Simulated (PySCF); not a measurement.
C₄H₄F₂.
Structure used (PBE0-D3(BJ)/def2-SVP), in Å, numbered top down from 1:
```xyz
10
C4H4F2 angstrom
F      1.7335   -0.4657    1.3777
C      1.4352    0.1806    0.2276
F      1.8598    1.4552    0.3384
C     -0.0194    0.1335   -0.0181
C     -1.1438    0.7349   -0.2497
C     -1.1999   -0.7654   -0.2155
H      1.9996   -0.3049   -0.5901
H     -1.7028    1.6557   -0.3920
H     -1.3094   -1.3281   -1.1563
H     -1.6377   -1.2770    0.6554
```

Theory: PBE0-D3(BJ)/def2-SVP geometry optimisation, gas phase in PySCF 2.14.0.

Masses are those of the commonest isotopes; rigid-rotor values at the optimised geometry. The values belong to one conformer with, in the numbering `[F:1][CH:2]([F:3])[C:4]1=[CH:5][CH2:6]1`, F1–C2–C4–C5 125°.

Q: What are A, B and C (cm⁻¹)?

A: Ia = 71.09, Ib = 190.61, Ic = 243.37 u·Å²; 505379 MHz·u·Å²/I gives 7109, 2651 and 2077 MHz, that is A = 0.23713, B = 0.08844, C = 0.06927 cm⁻¹.

Q: What kind of rotor is it?

A: An asymmetric top; Ray's κ = -0.772.

Q: What does the inertial defect say?

A: Not planar: Δ = Ic − Ia − Ib = -18.32 u·Å². For a rigid frame Δ = −2 Σ m c², so Σ m c² = 9.16 u·Å² lies off the ab plane: 4.30 from hydrogen and 4.86 from heavier atoms. The atom farthest from that plane is 1.47 Å away.

Q: Which types of transition are allowed, and where do some lines up to J = 3 fall?

A: The dipole components are |μa| = 1.49 D, |μb| = 0.41 D, |μc| = 0.99 D. The squared components, which scale the intensities, stand as 1.00 : 0.08 : 0.44 (a : b : c). Some lines, for components of 0.1 D or more:

```tsv
type	branch	J(Ka,Kc)	MHz	lower level (cm⁻¹)
b	R	3(1,2) ← 2(2,1)	1639	1.106
c	Q	2(1,2) ← 2(0,2)	3935	0.471
c	Q	1(1,1) ← 1(0,1)	4458	0.158
b	R	2(0,2) ← 1(1,1)	4946	0.306
b	Q	2(1,1) ← 2(0,2)	5659	0.471
a	R	2(1,2) ← 1(1,1)	8881	0.306
b	R	1(1,1) ← 0(0,0)	9186	0.000
a	R	2(0,2) ← 1(0,1)	9404	0.158
c	R	1(1,0) ← 0(0,0)	9760	0.000
b	R	3(0,3) ← 2(1,2)	10044	0.603
b	R	2(1,2) ← 1(0,1)	13339	0.158
b	Q	2(2,0) ← 2(1,1)	13425	0.660
a	R	3(0,3) ← 2(0,2)	13978	0.471
c	R	2(1,1) ← 1(0,1)	15063	0.158
c	R	3(1,2) ← 2(0,2)	20671	0.471
c	Q	3(3,1) ← 3(2,1)	23498	1.588
b	Q	3(3,1) ← 3(2,2)	23756	1.579
b	R	3(2,2) ← 2(1,1)	27557	0.660
b	R	3(2,1) ← 2(1,2)	29539	0.603
b	R	3(3,1) ← 2(2,0)	37888	1.108
```

Q: Estimate the classical rotational partition function at 25 K, 298.15 K and 500 K.

A: Point group C1, symmetry number σ = 1; q = (√π/σ)·√((kT/h)³/(ABC)), k/h = 20836.6 MHz/K: 3370 at 25 K, 139000 at 298.15 K, 301000 at 500 K.

PBE0-D3(BJ)/def2-SVP frequencies: not computed here. These are rigid-rotor constants of the computed structure; measured ground-state constants (B0) also hold zero-point vibration.

Time: 29 s. Hardware: Arm Neoverse V2, one thread (shared host). This is the geometry optimisation.
